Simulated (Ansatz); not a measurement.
## Where CCSD(T) holds and where it slips

Each species is computed at the geometry given (Å), with frozen cores, in Ansatz 0.2.0: RHF-CCSD(T) for singlets, UHF-CCSD(T) otherwise, and full CI in the same basis. The program picks the determinant by a search with trial CCSD, so it needn't be the lowest Hartree–Fock solution. States: HAlMg singlet A', HBeB singlet Σ⁺, BeH3⁺ singlet A1, HNMg triplet Π. Cases whose determinant has another symmetry than full CI's state, or lies over 0.5 eV above the lowest of its kind, whose (Q) step broke down or whose higher cluster runs on it stay over 0.1 eV above full CI weren't drawn.

Task: Judging by size, spin and bonding, rank them by the size of CCSD(T)'s error in total energy against full CI in the same basis, smallest first (an estimate).
A. HAlMg, singlet, cc-pVDZ: Al 0.000 -0.072 1.731; Mg 0.000 0.001 -1.957; H 0.000 1.906 0.853
B. BeH$_{3}$⁺, singlet, cc-pVTZ: Be 0.000 0.000 0.289; H 0.000 0.687 -2.593; H 0.000 0.000 2.605; H 0.000 -0.687 -2.593
C. HNMg, triplet, 6-31G: N 0.000 0.000 0.175; Mg 0.000 0.000 -1.360; H 0.000 0.000 1.186
D. HBeB, singlet, cc-pVDZ: B 0.000 0.000 1.976; Be 0.000 0.000 -0.067; H 0.000 0.000 -1.909

Result: B (5.4 meV), C (15.5 meV), A (27.2 meV), D (38.7 meV).

| species | basis | correlated electrons | CCSD(T) − full CI (meV) | CCSDT(Q) − full CI (meV) | unpaired electrons (full CI) | T1 | ⟨S²⟩ of the determinant |
| --- | --- | --- | --- | --- | --- | --- | --- |
| BeH3⁺, singlet | cc-pVTZ | 4 | 5.4 | 0.4 | 0.51 | 0.040 | 0.00 |
| HNMg, triplet | 6-31G | 8 | 15.5 | -1.0 | 2.02 | 0.020 | 2.00 |
| HAlMg, singlet | cc-pVDZ | 6 | 27.2 | 0.9 | 0.22 | 0.019 | 0.00 |
| HBeB, singlet | cc-pVDZ | 6 | 38.7 | 3.6 | 0.22 | 0.018 | 0.00 |

Unpaired electrons are Σ n²(2−n)² over natural occupations; an open shell counts its own unpaired electrons too. Frozen cores follow each run's orbitals, which moves totals by a few meV. RHF is unstable for HBeB, singlet in cc-pVDZ: UHF reaches ⟨S²⟩ = 0.82. RHF is unstable for BeH3⁺, singlet in cc-pVTZ: UHF reaches ⟨S²⟩ = 1.12.
